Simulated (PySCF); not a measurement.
Property card for phosphonic acid (`O=[PH](O)O`)

Compound: phosphonic acid, H₃O₃P.
Atom-mapped SMILES: `[O:1]=[PH:2]([OH:3])[OH:4]` (hydrogens: H5 on P2; H6 on O3; H7 on O4)

From GFN2-xTB geometry:

- Point group of the GFN2-xTB geometry: Cs
- Rotational constants A, B, C of the GFN2-xTB geometry: 8.274, 7.659, 4.561 GHz

PBE0/def2-SVPD ground state and vertical TDDFT (core frozen in the response) (PySCF):

- Dipole moment: 0.98 D
- HOMO energy: -9.05 eV
- LUMO energy: 0.26 eV
- HOMO–LUMO gap: 9.31 eV
- Lowest singlet excitation: 7.97 eV (156 nm, f = 0.026)
- Strongest line among the 6 lowest singlet transitions: S2 at 8.14 eV (152 nm, f = 0.031)
- Lowest triplet excitation (Tamm–Dancoff): 7.79 eV
- Static isotropic polarisability: 34.3 au
- Electronic spatial extent ⟨r²⟩ about the centre of nuclear charge: 298 bohr²

**PBE0/pcSseg-1 ground state and GIAO shieldings, non-relativistic (PySCF)**

* Lowest Hirshfeld atomic charge: -0.41 e on O1
* Highest Hirshfeld atomic charge: +0.50 e on P2
* 1H chemical shifts (computed TMS as zero) by class: 6.82 (H5), 3.24 (H6/H7) ppm
* Isotropic shieldings of nuclei other than C and H, by class: 167 (O1), 215 (O3/O4), 315 (P2) ppm
* Mayer bond orders between heavy atoms: O1–P2 1.86, P2–O3 1.07, P2–O4 1.07

Monoisotopic mass (most abundant isotopes): 81.9820 u.

The principal polarisabilities are 32.0, 35.2 and 35.5 au; their mean is the isotropic value. The polarisability is 5.08 Å³ as a volume (1 au = 0.148185 Å³), or 0.82 au for each of the 42 electrons. No computed singlet falls in the visible range (750 to 380 nm, 1.65 to 3.26 eV); S1 lies 4.71 eV above its blue end. The rotational constants make it an asymmetric top with κ = (2B − A − C)/(A − C) = 0.67, nearer the oblate limit (+1). In atomic units the dipole is 0.38 e·bohr (1 au = 2.5417 D). With B = h/(8π²I), that is 505.379 GHz u Å² over I, the principal moments of inertia are 61.1, 66.0 and 110.8 u Å² (most abundant isotopes).

One conformer (not necessarily the lowest) at the GFN2-xTB geometry, without solvent, vibrations or thermal averaging.

For the TDDFT job (PBE0/def2-SVPD), the run took 4.2 s of wall time on Intel Xeon 6975P-C, one thread, shared host with 192 logical CPUs at a one-minute load of 69, and the process peaked at 0.49 GiB of memory.

The values belong to the conformer `[O:1]=[PH:2]([OH:3])[OH:4]`: H–O3–P2–O1 1°, H–O4–P2–O1 1°.
